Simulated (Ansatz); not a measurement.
# BH₄ (doublet): from Hartree-Fock to the top rungs at distance B1–H4 along a hydrogen transfer = 1.266 Å, cc-pVTZ

Aim: climb from Hartree-Fock through coupled cluster and multireference methods for BH₄ (doublet) at one geometry and basis, and see what each rung misses.

The runs use Ansatz 0.2.0, Gaussian basis; cc-pVTZ, core rule «outside noble gas», up to 1 orbitals frozen.

To be run: UHF; CCSD(T) on ROHF; CCSD(T) on UHF; BCCD(T) on ROHF; CCSDT(Q) on ROHF; CCSDT(Q) on UHF; CASSCF and MRCISD+Q, 3 electrons in 3 orbitals; CASSCF and NEVPT2, 3 electrons in 3 orbitals; CASSCF and MRCISD+Q, 7 electrons in 8 orbitals; CASSCF and MRCISD+Q(relaxed), 7 electrons in 8 orbitals; CASSCF and NEVPT2, 7 electrons in 8 orbitals.

3 further runs of the same task are left out: 3 for a known fault of the program.

### Step 1. The geometry

The geometry derives from fragments relaxed apart (PBE0/def2-TZVP) and kept rigid, so it is no stationary point. A hydrogen atom is moved between rigid fragments.

5 atoms, charge 0, spin multiplicity 2.

Atoms are counted from 1 here; the program's logs count them from 0.

Bond lengths: B1–H2 1.193 Å, B1–H3 1.193 Å, B1–H4 1.266 Å. Angles: H2–B1–H3 120.0°, H2–B1–H4 120.0°, H3–B1–H4 120.0°.

### Step 2. UHF

The input, in.yaml:

```yaml
crystal:
  periodic: [false, false, false]
  atoms:
    - {symbol: B, position_ang: [-0.171232, 0.000000, 0.000000]}
    - {symbol: H, position_ang: [-0.767965, 1.033571, 0.000000]}
    - {symbol: H, position_ang: [-0.767965, -1.033571, 0.000000]}
    - {symbol: H, position_ang: [1.094768, 0.000000, 0.000000]}
    - {symbol: H, position_ang: [2.277768, 0.000000, 0.000000]}
basis:
  gaussian: {orbitals: cc-pVTZ}
magnetization: {spin_polarized: true, initial_magnetization: 1}
hamiltonian: {xc: hf}
output: {orbitals: {seedname: orbitals}}
```

On the command line:

```sh
$ ansatz run in.yaml --threads 1 --pin off --events-out ev --progress --plain --max-ram 4096MiB --backend cpu
```

After this run come: CCSD(T) on ROHF; CCSD(T) on UHF; BCCD(T) on ROHF; CCSDT(Q) on ROHF; CCSDT(Q) on UHF; CASSCF and MRCISD+Q, 3 electrons in 3 orbitals; CASSCF and NEVPT2, 3 electrons in 3 orbitals; CASSCF and MRCISD+Q, 7 electrons in 8 orbitals; CASSCF and MRCISD+Q(relaxed), 7 electrons in 8 orbitals; CASSCF and NEVPT2, 7 electrons in 8 orbitals.

Q: Predict the results of all the runs planned. Wanted: UCCSDT(Q) below the RHF energy; RMP2 from UCCSDT(Q); UMP2 from UCCSDT(Q); RCCSD from UCCSDT(Q); RCCSD(T) from UCCSDT(Q); UCCSD(T) from UCCSDT(Q); RCCSDT(Q) from UCCSDT(Q); NEVPT2 pair from UCCSDT(Q); NEVPT2 valence from UCCSDT(Q).

As calculated:

| quantity | value |
| --- | --- |
| UCCSDT(Q) below the RHF energy | -4.1471 eV |
| RMP2 from UCCSDT(Q) | +775.9 meV |
| UMP2 from UCCSDT(Q) | +768.5 meV |
| RCCSD from UCCSDT(Q) | +102.7 meV |
| RCCSD(T) from UCCSDT(Q) | +16.6 meV |
| UCCSD(T) from UCCSDT(Q) | +16.7 meV |
| RCCSDT(Q) from UCCSDT(Q) | +0.1 meV |
| NEVPT2 pair from UCCSDT(Q) | +777.7 meV |
| NEVPT2 valence from UCCSDT(Q) | +694.6 meV |
| MRCISD+Q valence from UCCSDT(Q) | +15.7 meV |
| levels within 1 kcal/mol (43 meV) | RCCSD(T), UCCSD(T), BCCD(T), RCCSDT, UCCSDT, RCCSDT(Q), MRCISD+Q valence, MRCISD+Q(relaxed) valence |
| T1 diagnostic | 0.022 |
| effectively unpaired electrons | 1.01 |

In words: RCCSD(T) lands +16.6 meV from the yardstick (0.4 % of the correlation energy). One determinant dominates. Of the multireference levels listed MRCISD+Q valence comes nearest in total energy (+15.7 meV), which doesn't show that its space is the better one. These misses are within one basis, not against nature; the frozen cores of restricted and unrestricted runs differ, which can shift their rows.
